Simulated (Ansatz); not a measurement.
C2H3Cl, singlet: CASSCF and its corrections

Computed with Ansatz's Gaussian-basis code (development build). Basis cc-pVTZ on C/H, cc-pV(T+d)Z on Cl, nonrelativistic, 7 orbitals frozen in the corrections. State-specific CASSCF; RHF is the lowest restricted (open-shell) Hartree–Fock solution met. Letters tell apart solutions met in one space. No symmetry is imposed, so a solution can break that of the shape. No proof that the lowest CASSCF solution was found. The orbital stability of a CASSCF solution shown is undecided.

Geometry:

```xyz
6

C     0.0000    0.7560    0.0000
C     1.3032    1.0285    0.0000
Cl   -0.6316   -0.8550    0.0000
H    -0.7711    1.5170    0.0000
H     2.0561    0.2494    0.0000
H     1.6321    2.0611    0.0000
```

CASSCF less RHF, in eV, and natural occupations:

```json
{"CAS": "(4,3) a", "CASSCF": "-0.784", "occupations": "2.00, 1.92, 0.09"}
{"CAS": "(4,3) b", "CASSCF": "-0.760", "occupations": "2.00, 1.91, 0.09"}
```

Problem. What totals less RHF do the corrections give on each solution?

Solution. 

| CAS | SC-NEVPT2 |
| --- | --- |
| (4,3) a | -14.063 |
| (4,3) b | -14.028 |

Problem. In CAS(4,3), is the solution lowest in CASSCF also lowest after SC-NEVPT2?

Solution. Yes: (4,3) a stays lowest, 0.04 eV under the next.

Problem. Roughly how much CPU time does a whole run from the default start take (median of such runs, summed over threads; nearly all runs on one pinned thread of a shared server, mostly Xeon at 2.3 to 2.6 GHz, by a development driver)?

Solution. CAS(4,3) a: about 21 s. Other jobs ran beside these, and the count of passes differs.
